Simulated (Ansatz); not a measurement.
**CH4 (triplet): the correlation ladder at distance H1–H2 along a hydrogen transfer = 1.268 Å, cc-pVTZ**

How much of the correlation energy of CH4 (triplet) does each wave-function method recover here?

Computed with Ansatz 0.2.0, Gaussian basis. Level: cc-pVTZ, core rule «outside noble gas», up to 1 orbitals frozen.

To be run: UHF; CCSD(T) on ROHF; CCSD(T) on UHF; BCCD(T) on ROHF; CCSDT(Q) on ROHF; CCSDT(Q) on UHF; CASSCF and MRCISD+Q, 4 electrons in 4 orbitals; CASSCF and NEVPT2, 4 electrons in 4 orbitals; CASSCF and MRCISD+Q, 8 electrons in 8 orbitals; CASSCF and NEVPT2, 8 electrons in 8 orbitals.

## 1. The system

The geometry derives from fragments relaxed apart (PBE0/def2-TZVP) and kept rigid, so it is no stationary point. A hydrogen atom is moved between rigid fragments.

5 atoms, charge 0, spin multiplicity 3.

Atoms are counted from 1 here; the program's logs count them from 0.

Bond lengths: H2–C3 1.090 Å, C3–H4 1.079 Å, C3–H5 1.079 Å. Angles: H2–C3–H4 112.6°, H2–C3–H5 112.6°, H4–C3–H5 134.8°.

As a file:

```xyz
5

H    -2.19345    0.00000    0.00000
H    -0.92544    0.00000    0.00000
C     0.16456    0.00000    0.00000
H     0.57902    0.00000    0.99616
H     0.57902    0.00000   -0.99616
```

## 2. UHF

The input, in.yaml:

```yaml
crystal:
  periodic: [false, false, false]
  atoms:
    - {symbol: H, position_ang: [-2.193445, 0.000000, 0.000000]}
    - {symbol: H, position_ang: [-0.925445, 0.000000, 0.000000]}
    - {symbol: C, position_ang: [0.164555, 0.000000, 0.000000]}
    - {symbol: H, position_ang: [0.579023, 0.000000, 0.996161]}
    - {symbol: H, position_ang: [0.579023, 0.000000, -0.996161]}
basis:
  gaussian: {orbitals: cc-pVTZ}
magnetization: {spin_polarized: true, initial_magnetization: 2}
hamiltonian: {xc: hf}
output: {orbitals: {seedname: orbitals}}
```

The run is started by

```
> ansatz run in.yaml --threads 1 --pin off --events-out ev --progress --plain --max-ram 4096MiB --backend cpu
```

Further steps of the session: CCSD(T) on ROHF; CCSD(T) on UHF; BCCD(T) on ROHF; CCSDT(Q) on ROHF; CCSDT(Q) on UHF; CASSCF and MRCISD+Q, 4 electrons in 4 orbitals; CASSCF and NEVPT2, 4 electrons in 4 orbitals; CASSCF and MRCISD+Q, 8 electrons in 8 orbitals; CASSCF and NEVPT2, 8 electrons in 8 orbitals.

Before running them: what should the planned runs give, taken together? Wanted: UCCSDT(Q) below the RHF energy; RMP2 from UCCSDT(Q); UMP2 from UCCSDT(Q); RCCSD from UCCSDT(Q); RCCSD(T) from UCCSDT(Q); UCCSD(T) from UCCSDT(Q); RCCSDT(Q) from UCCSDT(Q); NEVPT2 pair from UCCSDT(Q); NEVPT2 valence from UCCSDT(Q).

The runs gave:

```
                         quantity                                                                     value
   UCCSDT(Q) below the RHF energy                                                                -5.4119 eV
              RMP2 from UCCSDT(Q)                                                              +73.0 kJ/mol
              UMP2 from UCCSDT(Q)                                                              +73.7 kJ/mol
             RCCSD from UCCSDT(Q)                                                              +15.7 kJ/mol
          RCCSD(T) from UCCSDT(Q)                                                               +1.8 kJ/mol
          UCCSD(T) from UCCSDT(Q)                                                               +1.8 kJ/mol
         RCCSDT(Q) from UCCSDT(Q)                                                               +0.1 kJ/mol
       NEVPT2 pair from UCCSDT(Q)                                                              +75.3 kJ/mol
    NEVPT2 valence from UCCSDT(Q)                                                              +77.3 kJ/mol
  MRCISD+Q valence from UCCSDT(Q)                                                               +3.1 kJ/mol
levels within 1 kcal/mol (43 meV)  RCCSD(T), UCCSD(T), BCCD(T), RCCSDT, UCCSDT, RCCSDT(Q), MRCISD+Q valence
                    T1 diagnostic                                                                     0.021
   effectively unpaired electrons                                                                      2.01
```

RCCSD(T) lands +1.8 kJ/mol from the yardstick (0.3 % of the correlation energy). One determinant dominates. Of the multireference levels listed MRCISD+Q valence comes nearest in total energy (+3.1 kJ/mol), which doesn't show that its space is the better one. These misses are within one basis, not against nature; the frozen cores of restricted and unrestricted runs differ, which can shift their rows.
